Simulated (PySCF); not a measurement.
# PHF₂: magnetic properties

Wanted: magnetic properties for PHF₂ (`FPF`).

Programs: PySCF 2.14.0, with routines of our own; each step states its level. All values are computed. Atoms count from 0.

## 1. The system as given

4 atoms, charge 0, multiplicity 1; geometry from: PBE0-D3(BJ)/def2-SVP.

## 2. Magnetic properties: GIAO PBE0/aug-pcSseg-2

The job: settings as JSON, then the geometry in Å.

```
{"job": {"kind": "mag", "xc": "PBE0", "basis": "aug-pcSseg-2"}, "charge": 0, "multiplicity": 1}
F      1.260201    -0.543002     0.299786
P     -0.129002    -0.315311    -0.480084
F     -1.127669    -0.242475     0.780094
H      0.021420     1.111583    -0.623912
```

With the program's defaults for keys left out, this is: GIAO PBE0/aug-pcSseg-2 magnetisability, rotational g tensor and spin-rotation constants, non-relativistic, gas phase.

On the command line:

```bash
> OMP_NUM_THREADS=1 python excited_run.py task.json out
```

One launch serves the whole session: the jobs run in the order shown.

Log:

```text
coarse grid: 4416 points
cycle   1  E = -541.4027451869  dE =  2.311e-01  |g| = 6.859e-01  |ddm| = 1.672e+00
cycle   2  E = -541.2720336164  dE =  1.307e-01  |g| = 1.155e+00  |ddm| = 8.645e-01
cycle   3  E = -541.4747767558  dE = -2.027e-01  |g| = 4.605e-02  |ddm| = 5.269e-01
cycle   4  E = -541.4750694338  dE = -2.927e-04  |g| = 1.329e-02  |ddm| = 4.493e-02
cycle   5  E = -541.4750975113  dE = -2.808e-05  |g| = 1.744e-03  |ddm| = 1.600e-02
cycle   6  E = -541.4750983703  dE = -8.590e-07  |g| = 4.497e-04  |ddm| = 3.934e-03
final grid: 40512 points
cycle   7  E = -541.4758353618  dE = -2.929e-05  |g| = 1.899e-03  |ddm| = 2.452e-02
cycle   8  E = -541.4758352581  dE =  1.037e-07  |g| = 2.195e-03  |ddm| = 3.523e-03
cycle   9  E = -541.4758360093  dE = -7.513e-07  |g| = 4.496e-04  |ddm| = 1.406e-03
cycle  10  E = -541.4758360383  dE = -2.900e-08  |g| = 1.114e-04  |ddm| = 3.898e-04
cycle  11  E = -541.4758360403  dE = -2.003e-09  |g| = 2.469e-05  |ddm| = 1.223e-04
cycle  12  E = -541.4758360404  dE = -6.867e-11  |g| = 1.373e-05  |ddm| = 1.667e-05
converged SCF energy = -541.4758360404

Magnetisability tensor (1e-30 J/T^2)
     -379.40       -7.31        0.35
       -7.31     -391.99      -27.91
        0.35      -27.91     -359.31
isotropic -376.90   principal values    -409.28   -378.55   -342.87
isotropic susceptibility -22.698 1e-6 cm^3/mol

Inertial axes            a          b          c
rot. const./GHz     23.8964     8.5429     6.6134
chi total           -22.797    -21.231    -24.064
chi diamagnetic     -89.153   -164.977   -198.068
chi paramagnetic     66.356    143.746    174.004
quadrupole/D A       -1.947      0.687      1.260
g nuclear            0.5464     0.4934     0.4838
g electronic        -0.7449    -0.5769    -0.5406
g total             -0.1985    -0.0835    -0.0569

Spin-rotation constants (kHz, H = +C I.J)
atom  isotope        aa         bb         cc
  0    19F       12.789      4.299     13.163
  1    31P       56.306     20.445     12.823
  2    19F       12.786      4.295     13.169
  3     1H       -1.968     -0.558      0.477
```

It took 4.5 s on 1 thread of AMD EPYC 9R45, shared host; peak memory 0.72 GiB.

From this job:

```tsv
quantity	value
magnetisability	-377·10⁻³⁰ J/T²
molar susceptibility	-22.7·10⁻⁶ cm³/mol
rotational g (a, b, c)	-0.1985, -0.0835, -0.0569
```

## 3. Magnetic properties: GIAO BHandHLYP/aug-pcSseg-2

The job: settings as JSON, then the geometry in Å.

```
{"job": {"kind": "mag", "xc": "BHandHLYP", "basis": "aug-pcSseg-2"}, "charge": 0, "multiplicity": 1}
F      1.260201    -0.543002     0.299786
P     -0.129002    -0.315311    -0.480084
F     -1.127669    -0.242475     0.780094
H      0.021420     1.111583    -0.623912
```

Method: GIAO BHandHLYP/aug-pcSseg-2 magnetisability, rotational g tensor and spin-rotation constants, non-relativistic, gas phase.

Log:

```text
coarse grid: 4416 points
cycle   1  E = -541.6479019425  dE =  1.872e-01  |g| = 6.881e-01  |ddm| = 1.613e+00
cycle   2  E = -541.6179941806  dE =  2.991e-02  |g| = 8.553e-01  |ddm| = 7.512e-01
cycle   3  E = -541.7244879028  dE = -1.065e-01  |g| = 4.097e-02  |ddm| = 3.729e-01
cycle   4  E = -541.7247715937  dE = -2.837e-04  |g| = 1.140e-02  |ddm| = 4.723e-02
cycle   5  E = -541.7247976251  dE = -2.603e-05  |g| = 1.408e-03  |ddm| = 1.473e-02
cycle   6  E = -541.7247984032  dE = -7.781e-07  |g| = 4.367e-04  |ddm| = 3.026e-03
final grid: 40512 points
cycle   7  E = -541.7218268659  dE = -7.556e-06  |g| = 1.595e-03  |ddm| = 1.704e-02
cycle   8  E = -541.7218267938  dE =  7.206e-08  |g| = 1.719e-03  |ddm| = 1.391e-03
cycle   9  E = -541.7218271916  dE = -3.978e-07  |g| = 1.212e-04  |ddm| = 7.073e-04
cycle  10  E = -541.7218271940  dE = -2.416e-09  |g| = 2.982e-05  |ddm| = 1.079e-04
cycle  11  E = -541.7218271942  dE = -1.803e-10  |g| = 6.842e-06  |ddm| = 3.001e-05
converged SCF energy = -541.7218271942

Magnetisability tensor (1e-30 J/T^2)
     -384.15       -7.61        0.42
       -7.61     -397.05      -29.20
        0.42      -29.20     -362.89
isotropic -381.36   principal values    -415.13   -383.28   -345.69
isotropic susceptibility -22.966 1e-6 cm^3/mol

Inertial axes            a          b          c
rot. const./GHz     23.8964     8.5429     6.6134
chi total           -23.081    -21.428    -24.390
chi diamagnetic     -89.122   -165.195   -198.335
chi paramagnetic     66.040    143.767    173.946
quadrupole/D A       -2.256      0.799      1.457
g nuclear            0.5464     0.4934     0.4838
g electronic        -0.7414    -0.5770    -0.5404
g total             -0.1950    -0.0836    -0.0567

Spin-rotation constants (kHz, H = +C I.J)
atom  isotope        aa         bb         cc
  0    19F       11.395      3.857     12.343
  1    31P       55.884     20.332     12.292
  2    19F       11.391      3.854     12.348
  3     1H       -2.047     -0.592      0.454
```

It took 4.3 s on 1 thread of AMD EPYC 9R45, shared host; peak memory 0.69 GiB.

Key values:

```tsv
quantity	value
magnetisability	-381·10⁻³⁰ J/T²
molar susceptibility	-23.0·10⁻⁶ cm³/mol
rotational g (a, b, c)	-0.1950, -0.0836, -0.0567
```

## 4. Magnetic properties: GIAO KT2/aug-pcSseg-2

The job: settings as JSON, then the geometry in Å.

```
{"job": {"kind": "mag", "xc": "KT2", "basis": "aug-pcSseg-2"}, "charge": 0, "multiplicity": 1}
F      1.260201    -0.543002     0.299786
P     -0.129002    -0.315311    -0.480084
F     -1.127669    -0.242475     0.780094
H      0.021420     1.111583    -0.623912
```

Level: GIAO KT2/aug-pcSseg-2 magnetisability, rotational g tensor and spin-rotation constants, non-relativistic, gas phase.

Log:

```text
coarse grid: 4416 points
cycle   1  E = -547.0217955519  dE =  3.203e-01  |g| = 8.937e-01  |ddm| = 1.673e+00
cycle   2  E = -546.3533390705  dE =  6.685e-01  |g| = 2.186e+00  |ddm| = 1.492e+00
cycle   3  E = -547.1419271322  dE = -7.886e-01  |g| = 8.005e-02  |ddm| = 1.223e+00
cycle   4  E = -547.1432670015  dE = -1.340e-03  |g| = 4.515e-02  |ddm| = 1.841e-01
cycle   5  E = -547.1437933243  dE = -5.263e-04  |g| = 1.042e-02  |ddm| = 9.715e-02
cycle   6  E = -547.1438155498  dE = -2.223e-05  |g| = 2.664e-03  |ddm| = 2.037e-02
cycle   7  E = -547.1438171449  dE = -1.595e-06  |g| = 4.491e-04  |ddm| = 4.235e-03
final grid: 40512 points
cycle   8  E = -547.1526169643  dE = -1.528e-04  |g| = 2.651e-02  |ddm| = 5.599e-02
cycle   9  E = -547.1523249138  dE =  2.921e-04  |g| = 4.978e-02  |ddm| = 3.307e-02
cycle  10  E = -547.1527047995  dE = -3.799e-04  |g| = 4.660e-03  |ddm| = 2.568e-02
cycle  11  E = -547.1527080367  dE = -3.237e-06  |g| = 4.548e-04  |ddm| = 4.118e-03
cycle  12  E = -547.1527080872  dE = -5.044e-08  |g| = 1.139e-04  |ddm| = 6.585e-04
cycle  13  E = -547.1527080889  dE = -1.705e-09  |g| = 8.205e-05  |ddm| = 2.139e-04
cycle  14  E = -547.1527080900  dE = -1.159e-09  |g| = 2.110e-05  |ddm| = 7.015e-05
cycle  15  E = -547.1527080901  dE = -8.959e-11  |g| = 2.233e-06  |ddm| = 3.291e-05
converged SCF energy = -547.1527080901

Magnetisability tensor (1e-30 J/T^2)
     -367.69       -7.72       -0.25
       -7.72     -384.90      -26.98
       -0.25      -26.98     -351.00
isotropic -367.86   principal values    -401.23   -366.66   -335.70
isotropic susceptibility -22.153 1e-6 cm^3/mol

Inertial axes            a          b          c
rot. const./GHz     23.8964     8.5429     6.6134
chi total           -22.081    -20.752    -23.626
chi diamagnetic     -89.016   -164.744   -197.658
chi paramagnetic     66.935    143.992    174.032
quadrupole/D A       -1.738      0.733      1.005
g nuclear            0.5464     0.4934     0.4838
g electronic        -0.7514    -0.5779    -0.5407
g total             -0.2050    -0.0845    -0.0570

Spin-rotation constants (kHz, H = +C I.J)
atom  isotope        aa         bb         cc
  0    19F       14.949      5.034     14.234
  1    31P       55.318     19.897     12.885
  2    19F       14.947      5.030     14.241
  3     1H       -1.871     -0.522      0.494
```

It took 6.8 s on 1 thread of AMD EPYC 9R45, shared host; peak memory 0.54 GiB.

Key values:

```tsv
quantity	value
magnetisability	-368·10⁻³⁰ J/T²
molar susceptibility	-22.2·10⁻⁶ cm³/mol
rotational g (a, b, c)	-0.2050, -0.0845, -0.0570
```

## 5. Magnetic properties: GIAO LC-wPBE/aug-pcSseg-2

The job: settings as JSON, then the geometry in Å.

```
{"job": {"kind": "mag", "xc": "LC-wPBE", "basis": "aug-pcSseg-2"}, "charge": 0, "multiplicity": 1}
F      1.260201    -0.543002     0.299786
P     -0.129002    -0.315311    -0.480084
F     -1.127669    -0.242475     0.780094
H      0.021420     1.111583    -0.623912
```

Level: GIAO LC-wPBE/aug-pcSseg-2 magnetisability, rotational g tensor and spin-rotation constants, non-relativistic, gas phase.

Log:

```text
coarse grid: 4416 points
cycle   1  E = -541.4946636371  dE =  1.494e-01  |g| = 7.272e-01  |ddm| = 1.595e+00
cycle   2  E = -541.4866722486  dE =  7.991e-03  |g| = 8.469e-01  |ddm| = 7.607e-01
cycle   3  E = -541.5817836544  dE = -9.511e-02  |g| = 5.409e-02  |ddm| = 3.336e-01
cycle   4  E = -541.5822480793  dE = -4.644e-04  |g| = 1.203e-02  |ddm| = 5.655e-02
cycle   5  E = -541.5823039973  dE = -5.592e-05  |g| = 2.678e-03  |ddm| = 2.805e-02
cycle   6  E = -541.5823072474  dE = -3.250e-06  |g| = 8.166e-04  |ddm| = 5.458e-03
final grid: 40512 points
cycle   7  E = -541.5894683388  dE = -7.984e-05  |g| = 7.980e-03  |ddm| = 3.161e-02
cycle   8  E = -541.5894683214  dE =  1.732e-08  |g| = 7.806e-03  |ddm| = 5.441e-03
cycle   9  E = -541.5894754327  dE = -7.111e-06  |g| = 9.486e-04  |ddm| = 2.690e-03
cycle  10  E = -541.5894755238  dE = -9.117e-08  |g| = 1.333e-04  |ddm| = 6.523e-04
cycle  11  E = -541.5894755302  dE = -6.318e-09  |g| = 2.643e-05  |ddm| = 2.732e-04
cycle  12  E = -541.5894755309  dE = -7.099e-10  |g| = 8.788e-06  |ddm| = 9.387e-05
converged SCF energy = -541.5894755309

Magnetisability tensor (1e-30 J/T^2)
     -380.81       -7.32        0.87
       -7.32     -392.45      -28.64
        0.87      -28.64     -357.78
isotropic -377.01   principal values    -409.83   -380.06   -341.15
isotropic susceptibility -22.704 1e-6 cm^3/mol

Inertial axes            a          b          c
rot. const./GHz     23.8964     8.5429     6.6134
chi total           -22.888    -21.124    -24.101
chi diamagnetic     -89.136   -164.991   -198.182
chi paramagnetic     66.248    143.867    174.081
quadrupole/D A       -2.039      0.649      1.390
g nuclear            0.5464     0.4934     0.4838
g electronic        -0.7437    -0.5774    -0.5409
g total             -0.1973    -0.0840    -0.0571

Spin-rotation constants (kHz, H = +C I.J)
atom  isotope        aa         bb         cc
  0    19F       12.279      4.070     12.659
  1    31P       56.992     21.048     12.911
  2    19F       12.275      4.066     12.664
  3     1H       -2.007     -0.576      0.475
```

It took 8.1 s on 1 thread of AMD EPYC 9R45, shared host; peak memory 0.5 GiB.

From this job:

```tsv
quantity	value
magnetisability	-377·10⁻³⁰ J/T²
molar susceptibility	-22.7·10⁻⁶ cm³/mol
rotational g (a, b, c)	-0.1973, -0.0840, -0.0571
```

## 6. Magnetic properties: GIAO BP86/aug-pcSseg-2

The job: settings as JSON, then the geometry in Å.

```
{"job": {"kind": "mag", "xc": "BP86", "basis": "aug-pcSseg-2"}, "charge": 0, "multiplicity": 1}
F      1.260201    -0.543002     0.299786
P     -0.129002    -0.315311    -0.480084
F     -1.127669    -0.242475     0.780094
H      0.021420     1.111583    -0.623912
```

Method: GIAO BP86/aug-pcSseg-2 magnetisability, rotational g tensor and spin-rotation constants, non-relativistic, gas phase.

Log:

```text
coarse grid: 4416 points
cycle   1  E = -541.7573876623  dE =  2.752e-01  |g| = 7.391e-01  |ddm| = 1.708e+00
cycle   2  E = -541.3466371214  dE =  4.108e-01  |g| = 1.768e+00  |ddm| = 1.212e+00
cycle   3  E = -541.8361485847  dE = -4.895e-01  |g| = 7.726e-02  |ddm| = 9.339e-01
cycle   4  E = -541.8372408777  dE = -1.092e-03  |g| = 3.489e-02  |ddm| = 1.426e-01
cycle   5  E = -541.8375269233  dE = -2.860e-04  |g| = 8.941e-03  |ddm| = 7.559e-02
cycle   6  E = -541.8375454149  dE = -1.849e-05  |g| = 1.588e-03  |ddm| = 1.742e-02
cycle   7  E = -541.8375459126  dE = -4.977e-07  |g| = 4.481e-04  |ddm| = 2.131e-03
final grid: 40512 points
cycle   8  E = -541.8356425109  dE = -3.105e-05  |g| = 4.575e-03  |ddm| = 2.724e-02
cycle   9  E = -541.8356326743  dE =  9.837e-06  |g| = 9.193e-03  |ddm| = 5.825e-03
cycle  10  E = -541.8356453468  dE = -1.267e-05  |g| = 5.622e-04  |ddm| = 4.322e-03
cycle  11  E = -541.8356453960  dE = -4.922e-08  |g| = 2.209e-04  |ddm| = 8.694e-04
cycle  12  E = -541.8356454069  dE = -1.085e-08  |g| = 6.753e-05  |ddm| = 3.560e-04
cycle  13  E = -541.8356454075  dE = -5.971e-10  |g| = 2.784e-05  |ddm| = 4.998e-05
converged SCF energy = -541.8356454075

Magnetisability tensor (1e-30 J/T^2)
     -371.53       -7.56       -0.33
       -7.56     -388.05      -26.62
       -0.33      -26.62     -355.43
isotropic -371.67   principal values    -404.36   -370.52   -340.14
isotropic susceptibility -22.383 1e-6 cm^3/mol

Inertial axes            a          b          c
rot. const./GHz     23.8964     8.5429     6.6134
chi total           -22.313    -21.024    -23.810
chi diamagnetic     -89.452   -165.120   -198.077
chi paramagnetic     67.139    144.096    174.267
quadrupole/D A       -1.694      0.674      1.020
g nuclear            0.5464     0.4934     0.4838
g electronic        -0.7537    -0.5783    -0.5414
g total             -0.2073    -0.0849    -0.0577

Spin-rotation constants (kHz, H = +C I.J)
atom  isotope        aa         bb         cc
  0    19F       15.004      5.053     14.084
  1    31P       58.091     20.826     13.526
  2    19F       15.002      5.048     14.090
  3     1H       -1.889     -0.527      0.495
```

Wall time 6.3 s (1 thread of AMD EPYC 9R45, shared host); peak memory 0.53 GiB.

In short:

```tsv
quantity	value
magnetisability	-372·10⁻³⁰ J/T²
molar susceptibility	-22.4·10⁻⁶ cm³/mol
rotational g (a, b, c)	-0.2073, -0.0849, -0.0577
```

## 7. Magnetic properties: GIAO mPW1PW91/aug-pcSseg-2

The job: settings as JSON, then the geometry in Å.

```
{"job": {"kind": "mag", "xc": "mPW1PW91", "basis": "aug-pcSseg-2"}, "charge": 0, "multiplicity": 1}
F      1.260201    -0.543002     0.299786
P     -0.129002    -0.315311    -0.480084
F     -1.127669    -0.242475     0.780094
H      0.021420     1.111583    -0.623912
```

Method: GIAO mPW1PW91/aug-pcSseg-2 magnetisability, rotational g tensor and spin-rotation constants, non-relativistic, gas phase.

Log:

```text
coarse grid: 4416 points
cycle   1  E = -541.6865269720  dE =  2.325e-01  |g| = 7.054e-01  |ddm| = 1.665e+00
cycle   2  E = -541.5472375068  dE =  1.393e-01  |g| = 1.192e+00  |ddm| = 8.759e-01
cycle   3  E = -541.7623696946  dE = -2.151e-01  |g| = 4.426e-02  |ddm| = 5.353e-01
cycle   4  E = -541.7626454503  dE = -2.758e-04  |g| = 1.357e-02  |ddm| = 4.562e-02
cycle   5  E = -541.7626744566  dE = -2.901e-05  |g| = 1.735e-03  |ddm| = 1.507e-02
cycle   6  E = -541.7626752863  dE = -8.297e-07  |g| = 4.516e-04  |ddm| = 3.679e-03
final grid: 40512 points
cycle   7  E = -541.7616764050  dE = -2.431e-05  |g| = 1.765e-03  |ddm| = 3.619e-02
cycle   8  E = -541.7616763986  dE =  6.391e-09  |g| = 1.887e-03  |ddm| = 4.357e-03
cycle   9  E = -541.7616769397  dE = -5.411e-07  |g| = 4.545e-04  |ddm| = 1.294e-03
cycle  10  E = -541.7616769686  dE = -2.881e-08  |g| = 8.701e-05  |ddm| = 2.941e-04
cycle  11  E = -541.7616769697  dE = -1.129e-09  |g| = 2.416e-05  |ddm| = 1.139e-04
cycle  12  E = -541.7616769698  dE = -6.435e-11  |g| = 1.227e-05  |ddm| = 1.563e-05
converged SCF energy = -541.7616769698

Magnetisability tensor (1e-30 J/T^2)
     -379.84       -7.11        0.38
       -7.11     -391.40      -27.61
        0.38      -27.61     -359.80
isotropic -377.01   principal values    -408.66   -379.02   -343.36
isotropic susceptibility -22.704 1e-6 cm^3/mol

Inertial axes            a          b          c
rot. const./GHz     23.8964     8.5429     6.6134
chi total           -22.825    -21.264    -24.024
chi diamagnetic     -89.056   -164.899   -197.989
chi paramagnetic     66.231    143.635    173.965
quadrupole/D A       -1.967      0.698      1.269
g nuclear            0.5464     0.4934     0.4838
g electronic        -0.7435    -0.5765    -0.5405
g total             -0.1971    -0.0830    -0.0568

Spin-rotation constants (kHz, H = +C I.J)
atom  isotope        aa         bb         cc
  0    19F       12.753      4.276     13.109
  1    31P       56.447     20.477     12.854
  2    19F       12.749      4.272     13.115
  3     1H       -1.972     -0.560      0.475
```

Run time: 4.6 s. Hardware: 1 thread of AMD EPYC 9R45, shared host; peak memory 0.72 GiB.

Key values:

```tsv
quantity	value
magnetisability	-377·10⁻³⁰ J/T²
molar susceptibility	-22.7·10⁻⁶ cm³/mol
rotational g (a, b, c)	-0.1971, -0.0830, -0.0568
```

## 8. Magnetic properties side by side

```tsv
level	ξ (10⁻³⁰ J/T²)	g(a)	g(b)	gap (eV)	functions	time
GIAO PBE0/aug-pcSseg-2	-377	-0.1985	-0.0835	7.25	186	4.5 s
GIAO BHandHLYP/aug-pcSseg-2	-381	-0.1950	-0.0836	9.35	186	4.3 s
GIAO KT2/aug-pcSseg-2	-368	-0.2050	-0.0845	5.02	186	6.8 s
GIAO LC-wPBE/aug-pcSseg-2	-377	-0.1973	-0.0840	11.61	186	8.1 s
GIAO BP86/aug-pcSseg-2	-372	-0.2073	-0.0849	5.06	186	6.3 s
GIAO mPW1PW91/aug-pcSseg-2	-377	-0.1971	-0.0830	7.28	186	4.6 s
```

## 9. Results

| quantity | value |
| --- | --- |
| magnetisability (step 2, GIAO PBE0/aug-pcSseg-2) | -377·10⁻³⁰ J/T² |
| molar susceptibility (step 2, GIAO PBE0/aug-pcSseg-2) | -22.7·10⁻⁶ cm³/mol |
| rotational g (a, b, c) (step 2, GIAO PBE0/aug-pcSseg-2) | -0.1985, -0.0835, -0.0569 |
| magnetisability over the levels | -381 to -368·10⁻³⁰ J/T² |

In words: The magnetisability spreads by 3.6 % over 6 levels, from GIAO BHandHLYP/aug-pcSseg-2 (4.3 s) to GIAO KT2/aug-pcSseg-2 (6.8 s); the runs took 4.3 s to 8.1 s. Vibrational averaging and real surroundings are missing from these values.
